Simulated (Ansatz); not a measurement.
# Relative stability

The two ends of one reaction step of C2H5O, doublet (PBE0-D4/def2-TZVP).

A:

```
atom    x (Å)    y (Å)    z (Å)
  H1  -1.1259  -1.6253   1.1472
  C2   0.0635  -0.5855   0.0707
  C3   0.2714   0.7673  -0.4788
  O4  -1.0896  -0.7363   0.7866
  H5   0.9049  -1.2113   0.3576
  H6   0.4199   1.5218   0.3091
  H7  -0.5945   1.0861  -1.0670
  H8   1.1502   0.7831  -1.1254
```

B:

```xyz
8
angstrom
H -0.5711 -1.4029 -0.2474
C -0.1073 -0.6115 0.3751
C 0.1356 0.6530 -0.4236
O -0.8881 -0.4768 1.4755
H 0.8417 -1.0856 0.6936
H 0.6354 1.4029 0.1925
H -0.8103 1.0725 -0.7715
H 0.7640 0.4483 -1.2942
```

Program: Ansatz 0.2.0. Basis: def2-TZVPP. Cores are frozen in the correlated methods; orbitals are unrestricted. B3LYP uses VWN-RPA correlation.

Q: Which structure is lower at CCSD(T), and by how much? (An estimate is asked for; the value comes from the calculation.)

A: Computed: A, by 0.437 eV (electronic energy, against the other). By their contacts, A is C₂H₅O ([CH3][CH][OH]) and B is C₂H₅O ([CH3][CH2][O]).

All methods give the same order:

```
      method  E(B) − E(A) (eV)
       SPW92             0.604
      PBE-D4             0.442
     BLYP-D4             0.389
   r2SCAN-D4             0.430
      B97M-V             0.318
     PBE0-D4             0.418
    B3LYP-D4             0.390
  r2SCAN0-D4             0.403
    BHLYP-D4             0.299
CAM-B3LYP-D4             0.423
     wB97X-V             0.377
     wB97M-V             0.411
      B2PLYP             0.454
    PBE-QIDH             0.471
  RPA on PBE             0.338
          HF             0.016
         MP2             0.669
        CCSD             0.405
     CCSD(T)             0.437
```

The T1 diagnostic stays at or below 0.018. ⟨S²⟩ of the unrestricted Hartree–Fock references: 0.76 (a pure state has 0.75).

Labels in which every atom is bracketed show which atoms are joined, not bond orders.

For scale, one of the runs: CCSD(T)/def2-TZVPP, 163 basis functions (an equivalent command: `ansatz run in.yaml --threads 2`). Time: 54 s of wall clock on 2 CPU threads; the host was shared. Peak host memory: 3.5 GiB.
